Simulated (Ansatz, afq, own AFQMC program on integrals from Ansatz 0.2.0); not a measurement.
AFQMC on a folder of integrals that Ansatz 0.2.0 wrote.

```yaml
crystal:
  periodic: [false, false, false]
  atoms:
    - {symbol: O, position_ang: [-0.004758, -0.008882, -0.039102]}
    - {symbol: H, position_ang: [0.936116, 0.005391, 0.228126]}
    - {symbol: H, position_ang: [-0.488460, 0.800643, 0.220821]}
    - {symbol: H, position_ang: [-0.372132, -0.665042, 0.171735]}
basis:
  gaussian: {orbitals: 6-31G}
total_charge: 1
magnetization: {spin_polarized: false}
correlation: {method: ccsd_t, electrons: outside_noble_gas, hamiltonian_folder: ham}
```

```sh
$ ansatz run in.yaml --threads 1 --pin off --events-out ev --progress --plain --max-ram 1382MiB
```

Options of the walk:

```
--method phaseless --trial hf --walkers 400 --populations 1 --least-time 40 --time-step 0.005 --steps-per-block 20 --equilibration-blocks 112 --max-blocks 600 --target-error 0.00102 --factor-cut 1e-05 --seed 674 --taylor-order 6
```

Times are imaginary, in 1/Eh. The walk had a cap of 237 s.

Output of the walk:

```
orbitals 14  electrons 4 4  factors 84 of 171
reference energy -76.21591355 Eh
CCSD correlation -0.12927234 Eh in 8 cycles, weight of the determinant in the CISD state 0.9621
energy of the start -76.215913 Eh
 block  time / (1/Eh)  mean weight  energy / Eh
     1     0.100  1.0007  -76.252581
     2     0.200  1.0011  -76.276403
     3     0.300  1.0007  -76.295170
     4     0.400  1.0014  -76.310498
     5     0.500  1.0004  -76.330432
     7     0.700  1.0014  -76.330902
     9     0.900  1.0003  -76.338988
    14     1.400  0.9994  -76.337070
    40     4.000  1.0005  -76.357137
    66     6.600  0.9999  -76.341004
    92     9.200  1.0001  -76.339419
   118    11.800  1.0000  -76.360530
   144    14.400  0.9997  -76.341008
   157    15.700  1.0005  -76.334007
   170    17.000  0.9998  -76.334090
   196    19.600  1.0002  -76.354501
   222    22.200  0.9999  -76.348901
   248    24.800  1.0000  -76.345289
   274    27.400  1.0002  -76.338132
   300    30.000  0.9985  -76.344556
   326    32.600  0.9995  -76.368770
   352    35.200  1.0002  -76.345045
   378    37.800  1.0014  -76.341909
   404    40.400  0.9989  -76.349764
   430    43.000  0.9989  -76.360954
   456    45.600  0.9998  -76.340649
   482    48.200  1.0003  -76.348836
   508    50.800  0.9997  -76.340708
   534    53.400  1.0008  -76.359971
   547    54.700  0.9996  -76.350074
blocks merged  error / Eh  count
     1  0.000493  440
     2  0.000641  220
     4  0.000795  110
     8  0.000960  55
    16  0.000942  27
    32  0.001164  13
energy -76.346748 +/- 0.000960 Eh
(rows thinned)
```

The run passed its tests (sampling time, drift between the halves within three errors, error under three times the target), which doesn't prove that it has relaxed.

Against this walk (error 26.1 meV) on the same determinant: CCSD(T) 18.4 meV higher (within the noise), CCSDT(Q) 7.2 meV higher (within the noise), CCSDTQ 7.5 meV higher (within the noise), full CI (a separate run on its own orbitals, whose frozen core shifts it by up to a few meV) 7.4 meV higher (within the noise), a separate phaseless walk with a CISD trial and standard settings 10.5 ± 26.4 meV higher (within the noise). The error is statistical and leaves out the bias of the constraint.

Cautions: constraint bias not in the error; full CI with its own frozen core.

The walk took 56 s on 1 thread of Arm Neoverse V2, with other jobs on the host. The log's last line is the phaseless energy.

CCSDT and higher add their correlation energy to the determinant of the CCSD(T) run, since their own runs factorise the integrals more tightly (a shift of under 2 meV). A walk keeps the symmetry of its determinant, which the program's search chose and which needn't be the lowest solution, so a lower state of the same spin and another symmetry isn't excluded.
